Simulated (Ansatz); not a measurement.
## How far each method lies from UCCSDT(Q) for [Br···H···NH], triplet

Geometry: a point of a hydrogen-transfer path between rigid fragments, not a stationary point.

```
atom    x (Å)    y (Å)   z (Å)
  Br  -1.8993   0.2511  0.0000
   H  -0.2593   0.2511  0.0000
   N   0.9447   0.2511  0.0000
   H   1.2138  -0.7532  0.0000
```

Basis cc-pVDZ; Ansatz 0.2.0. Correlated methods freeze the noble-gas cores and the filled d shells of p-block atoms, which leaves 14 electrons in 36 orbitals. R marks a restricted (for open shells ROHF) determinant, U an unrestricted one. Active spaces: pair = (4e, 4o) about the gap; valence = (14e, 10o) chosen from the atoms' valence shells. No spin–orbit coupling is included, and no scalar relativity.

Full CI isn't at hand for all of this; UCCSDT(Q) serves as the reference, and is uncertain by about the last step of the cluster series. The frozen core follows each run's orbitals, which can shift R against U totals by a few meV for light atoms and by up to 0.1 eV past Ca.

- UHF ⟨S²⟩: 2.057
- T1 diagnostic (RCCSD): 0.0401
- largest doubles amplitude (RCCSD): 0.066
- T1 diagnostic (UCCSD): 0.0176

```csv
level,E − E(UCCSDT(Q)) (kcal/mol),share of correlation (%),wall time
UHF,182.20,5.17,–
UMP2,25.92,86.51,–
UCCSD,4.58,97.61,–
UCCSD(T),0.88,99.54,16 s
UCCSDT,0.35,99.82,–
```

The correlation energy at UCCSDT(Q), counted from RHF, is -8.331 eV. That run took 47 s on 1 thread of Arm Neoverse V2, shared host.

Run but not shown, since their state or frozen core can't be matched to the reference's or they repeat it: RHF, RMP2, CISD, RCCSD, RCCSD(T), BCCD(T), RCCSDT, RCCSDT(Q), CASSCF (pair space), NEVPT2 (pair space), MRCISD (pair space), MRCISD+Q (pair space), CASSCF (valence space), NEVPT2 (valence space), MRCISD (valence space), MRCISD+Q (valence space).

Times hold each run's SCF and search for its determinant on a shared host, so for small cases they say little of a method's own cost; they ran on 1 thread of Arm Neoverse V2.

Natural occupations of CASSCF (valence space) about the gap: 1.992 1.973 1.963 1.004 1.001 0.041 0.028; effectively unpaired electrons, Σ n²(2−n)², 2.02.
